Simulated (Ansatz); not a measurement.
Rhombohedral A7 Bi was calculated with r²SCAN (plane waves, PAW; Ansatz, a first-principles code).

Settings: plane-wave cutoff 560 eV, 16×16×16 k mesh, Fermi–Dirac smearing 0.05 eV, scalar-relativistic PAW data made under PBE.

Cell (relaxed at this level):

Bi is taken in the trigonal space group R-3m, hexagonal axes (No. 166), Pearson symbol hR2. Conventional cell: a = b = 4.531 Å, c = 12.421 Å, α = β = 90.00°, γ = 120.00°. Bi on 6c is surrounded by 3 Bi at 3.070 Å and 3 Bi at 3.641 Å (octahedral). (Neighbours: up to the widest gap in distance over summed covalent radii, below 1.35, at either atom.)
(The calculation used a cell of 2 atoms; values per cell refer to that cell.)

Question: What does this level give for the bulk modulus B0?

Answer: 
- bulk modulus B0 = 23.7 GPa

The run finds no gap.

Measured, for comparison: bulk modulus 32.1 GPa (copied from a table, unchecked, extrapolated to 0 K and zero-point effects removed; as tabulated in Lejaeghere et al. (2013), arXiv:1204.2733). Computed (rounded) less measured: bulk modulus not scored (unchecked).

Note: the cell comes from a level without a dispersion term, which matters for the spacing of layers, chains or molecules; the bulk modulus comes from volumes at which shape and atoms were relaxed.

Spin–orbit coupling is not included; it can shift volumes and moduli of such heavy elements.

Computed values are for the static lattice.

It cost about 40 core-minutes (a rough figure) of CPU time.
